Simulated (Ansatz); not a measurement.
The inner images of a band of CH3SSi (6 atoms, charge 0, multiplicity 2) are given out of order.

These are results of UKS BLYP/def2-SVPD (Ansatz), not measurements.

First end point:

```xyz
6
Properties=species:S:1:pos:R:3
Si -0.853 0.374 -0.782
C 0.210 -0.405 0.304
S 1.037 -0.413 1.776
H -1.583 -0.422 -1.806
H -1.042 1.855 -0.889
H 2.231 -0.990 1.396
```

Last end point:

```xyz
6
Properties=species:S:1:pos:R:3
Si -0.600 0.234 -0.610
C 0.605 -0.384 0.575
S 1.140 0.509 1.907
H -0.992 -0.560 -1.814
H -1.160 1.605 -0.473
H 1.007 -1.404 0.414
```

Problem. Put them in order from the first end to the last, with their energies above the first end.
A.
```xyz
6
Properties=species:S:1:pos:R:3
Si -0.839 0.331 -0.611
C 0.282 -0.186 0.589
S 1.288 -0.332 1.985
H -1.269 -0.638 -1.658
H -0.997 1.773 -0.972
H 1.535 -0.948 0.667
```
B.
```xyz
6
Properties=species:S:1:pos:R:3
Si -0.677 0.248 -0.548
C 0.611 -0.336 0.592
S 1.117 0.344 2.043
H -1.075 -0.646 -1.676
H -1.057 1.681 -0.694
H 1.080 -1.291 0.284
```
C.
```xyz
6
Properties=species:S:1:pos:R:3
Si -0.824 0.299 -0.560
C 0.479 -0.256 0.603
S 1.228 -0.153 2.122
H -1.249 -0.656 -1.634
H -0.986 1.741 -0.964
H 1.351 -0.975 0.433
```
D.
```xyz
6
Properties=species:S:1:pos:R:3
Si -0.852 0.366 -0.664
C 0.113 -0.074 0.645
S 1.215 -0.425 1.882
H -1.262 -0.622 -1.701
H -1.027 1.804 -0.993
H 1.813 -1.049 0.831
```
E.
```xyz
6
Properties=species:S:1:pos:R:3
Si -0.830 0.417 -0.729
C 0.114 0.047 0.627
S 1.115 -0.546 1.832
H -1.313 -0.597 -1.716
H -1.148 1.835 -1.051
H 2.062 -1.156 1.038
```
F.
```xyz
6
Properties=species:S:1:pos:R:3
Si -0.786 0.268 -0.502
C 0.591 -0.287 0.621
S 1.132 0.111 2.149
H -1.167 -0.670 -1.611
H -0.970 1.703 -0.898
H 1.200 -1.125 0.241
```
G.
```xyz
6
Properties=species:S:1:pos:R:3
Si -0.841 0.420 -0.772
C 0.187 -0.154 0.445
S 1.080 -0.500 1.824
H -1.455 -0.510 -1.763
H -1.151 1.864 -1.000
H 2.181 -1.120 1.266
```

Solution. G (+0.5 kcal/mol), E (+1.4 kcal/mol), D (+10.8 kcal/mol), A (+26.1 kcal/mol), C (-0.3 kcal/mol), F (-23.0 kcal/mol), B (-28.6 kcal/mol).

Run time: 4.4 min on 2 threads of Arm Neoverse V2, on a shared host, peak memory 0.21 GiB.
